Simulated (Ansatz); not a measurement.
What each rung costs, and what it gives

The pair of H3O⁺ (SMILES [OH3+], atoms 1–4) and PH3 (SMILES P, atoms 5–8), both closed shells, in one local arrangement (a lower one may exist), relaxed at PBE0-D4/def2-TZVP:

```csv
atom,x (Å),y (Å),z (Å)
O1,-0.2847,-0.1834,-1.3543
H2,-0.1219,-0.0771,-0.3476
H3,0.4196,-0.6878,-1.8014
H4,-0.4615,0.6645,-1.8018
P5,0.1677,0.1071,1.8842
H6,-0.9550,0.6636,1.2039
H7,0.0992,-1.1510,1.2171
H8,1.1365,0.6640,0.9999
```

Interaction energies are counterpoise-corrected; the time is that of the whole pair.

Computed with Ansatz 0.2.0 (basis: as named in each row); correlated methods freeze the cores. B3LYP uses VWN-RPA correlation. Extrapolation: Hartree–Fock as exp(−7.88 √X), correlation as X^−2.97.

Times are rough, for one single point on 2 threads of a shared host (Arm Neoverse V1).

The estimate by CCSD(T) at an estimated basis limit (MP2 extrapolated from triple and quadruple zeta, plus CCSD(T) − MP2 in triple zeta) is -50.1 kJ/mol.

| method | basis | time (s) | interaction energy (kJ/mol) | method less estimate |
| --- | --- | --- | --- | --- |
| HF | STO-3G | under 1 | 2.4 | 52.5 |
| PBE-D4 | STO-3G | under 1 | -49.1 | 0.9 |
| SPW92 | def2-SVP | under 1 | -66.6 | -16.6 |
| B3LYP-D4 | 6-31G | under 1 | -27.4 | 22.6 |
| PBE0-D4 | def2-SVP | under 1 | -45.8 | 4.3 |
| PBE-D4 | def2-SVP | under 1 | -54.0 | -3.9 |
| CCSD(T) | def2-SVP | under 1 | -27.7 | 22.4 |
| revPBE-D4 | def2-TZVPPD | 2 | -59.6 | -9.5 |
| PBE-D4 | def2-TZVPPD | 2 | -65.1 | -15.0 |
| BLYP-D4 | def2-TZVPPD | 2 | -58.8 | -8.7 |
| PBE0-D4 | def2-TZVPPD | 2 | -58.6 | -8.5 |
| HSE06-D4 | def2-TZVPPD | 3 | -58.7 | -8.7 |
| B3LYP-D4 | def2-TZVPPD | 3 | -55.3 | -5.2 |
| wB97M-V | def2-SVP | 3 | -43.7 | 6.4 |
| r2SCAN-D4 | def2-TZVPPD | 3 | -59.0 | -8.9 |
| B2PLYP | def2-TZVPPD | 4 | -50.3 | -0.2 |
| wB97X-V | def2-TZVPPD | 6 | -50.2 | -0.1 |
| wB97M-V | def2-TZVPPD | 7 | -54.3 | -4.2 |
| B97M-V | def2-TZVPPD | 8 | -54.2 | -4.1 |
| MP2 | def2-QZVPPD | 12 | -50.5 | -0.4 |
| CCSD(T) | def2-TZVPPD | 29 | -47.5 | 2.5 |

The T1 diagnostic stays at or below 0.014.
